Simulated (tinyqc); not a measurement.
Worked calculation: CCSD on RHF in the sto-3g basis, frozen core, for BH3, spin multiplicity 1. One step of it, computed by the program tinyqc.

Task: Iteration 1: diagonalisation and new density. Diagonalise F' = X^T F X, C = X C', fill 4 alpha and 4 beta electrons from the bottom; D = 2 C_occ C_occ^T. Each column has its largest component positive (the first on a tie).

Fock matrix F (hartree), order 1B 1s, 1B 2s, 1B 2px, 1B 2py, 1B 2pz, 2H 1s, 3H 1s, 4H 1s:
```
[[-6.149073, -1.893406, 0.000004, 0.000000, -0.000415, -0.489285, -0.489386, -0.489386],
 [-1.893406, -0.714877, 0.000031, 0.000000, 0.004727, -0.371241, -0.371295, -0.371295],
 [0.000004, 0.000031, 0.136462, 0.000000, 0.000000, -0.182199, 0.091122, 0.091122],
 [0.000000, 0.000000, 0.000000, 0.136464, 0.000000, 0.000000, -0.157799, 0.157799],
 [-0.000415, 0.004727, 0.000000, 0.000000, 0.755800, 0.001825, 0.001825, 0.001825],
 [-0.489285, -0.371241, -0.182199, 0.000000, 0.001825, -0.077444, -0.121167, -0.121167],
 [-0.489386, -0.371295, 0.091122, -0.157799, 0.001825, -0.121167, -0.077492, -0.121197],
 [-0.489386, -0.371295, 0.091122, 0.157799, 0.001825, -0.121167, -0.121197, -0.077492]]
```

X, order 1B 1s, 1B 2s, 1B 2px, 1B 2py, 1B 2pz, 2H 1s, 3H 1s, 4H 1s:
```
[[-0.349291, 0.000000, -0.000135, 0.973867, 0.030928, 0.000000, 0.000027, 0.179652],
 [1.511163, 0.000000, 0.000428, -0.035975, 0.004348, 0.000000, 0.000055, 0.458938],
 [-0.000456, 0.000000, 1.150584, 0.000007, 0.000000, 0.000000, 0.593590, -0.000049],
 [0.000000, 1.150589, 0.000000, 0.000000, 0.000000, 0.593604, 0.000000, 0.000000],
 [-0.008375, 0.000000, -0.000002, -0.033150, 0.999436, 0.000000, 0.000000, -0.002486],
 [-0.722733, 0.000000, -1.028922, -0.181750, -0.005810, 0.000000, 0.442637, 0.290732],
 [-0.723329, -0.890928, 0.514154, -0.181724, -0.005809, 0.383305, -0.221273, 0.290793],
 [-0.723329, 0.890928, 0.514154, -0.181724, -0.005809, -0.383305, -0.221273, 0.290793]]
```

Give: F' = X^T F X; orbital energies; coefficients C; D after iteration 1.

Result:

F' = X^T F X (hartree):
```
[[0.8071, 0.0000, -0.0001, 0.4119, 0.0122, 0.0000, 0.0000, 0.1013],
 [0.0000, 0.8971, 0.0000, 0.0000, 0.0000, 0.0911, 0.0000, 0.0000],
 [-0.0001, 0.0000, 0.8970, 0.0002, 0.0000, 0.0000, 0.0911, 0.0001],
 [0.4119, 0.0000, 0.0002, -5.2258, -0.2014, 0.0000, -0.0002, -2.1106],
 [0.0122, 0.0000, 0.0000, -0.2014, 0.7490, 0.0000, 0.0000, -0.0706],
 [0.0000, 0.0911, 0.0000, 0.0000, 0.0000, -0.0827, 0.0000, 0.0000],
 [0.0000, 0.0000, 0.0911, -0.0002, 0.0000, 0.0000, -0.0827, -0.0001],
 [0.1013, 0.0000, 0.0001, -2.1106, -0.0706, 0.0000, -0.0001, -1.1930]]
```

orbital energies (hartree): [-6.1602, -0.2948, -0.0911, -0.0911, 0.7558, 0.8364, 0.9054, 0.9055]

coefficients C, order 1B 1s, 1B 2s, 1B 2px, 1B 2py, 1B 2pz, 2H 1s, 3H 1s, 4H 1s:
```
[[0.9859, -0.2342, 0.0000, 0.0000, -0.0076, -0.2768, 0.0003, 0.0000],
 [0.0562, 0.5275, 0.0001, 0.0000, 0.0363, 1.4875, -0.0017, 0.0000],
 [0.0000, -0.0001, 0.4855, 0.0000, 0.0000, 0.0012, 1.2002, 0.0000],
 [0.0000, 0.0000, 0.0000, 0.4855, 0.0000, 0.0000, 0.0000, 1.2002],
 [0.0000, -0.0033, 0.0000, 0.0000, 0.9996, -0.0288, 0.0000, 0.0000],
 [-0.0097, 0.2941, 0.5352, 0.0000, -0.0149, -0.7451, -0.9829, 0.0000],
 [-0.0097, 0.2942, -0.2675, 0.4635, -0.0149, -0.7436, 0.4927, -0.8520],
 [-0.0097, 0.2942, -0.2675, -0.4635, -0.0149, -0.7436, 0.4927, 0.8520]]
```

D after iteration 1, order 1B 1s, 1B 2s, 1B 2px, 1B 2py, 1B 2pz, 2H 1s, 3H 1s, 4H 1s:
```
[[2.0539, -0.1364, 0.0000, 0.0000, 0.0014, -0.1569, -0.1569, -0.1569],
 [-0.1364, 0.5629, 0.0000, 0.0000, -0.0035, 0.3093, 0.3092, 0.3092],
 [0.0000, 0.0000, 0.4714, 0.0000, 0.0000, 0.5196, -0.2598, -0.2598],
 [0.0000, 0.0000, 0.0000, 0.4714, 0.0000, 0.0000, 0.4500, -0.4500],
 [0.0014, -0.0035, 0.0000, 0.0000, 0.0000, -0.0019, -0.0019, -0.0019],
 [-0.1569, 0.3093, 0.5196, 0.0000, -0.0019, 0.7460, -0.1131, -0.1131],
 [-0.1569, 0.3092, -0.2598, 0.4500, -0.0019, -0.1131, 0.7460, -0.1132],
 [-0.1569, 0.3092, -0.2598, -0.4500, -0.0019, -0.1131, -0.1132, 0.7460]]
```
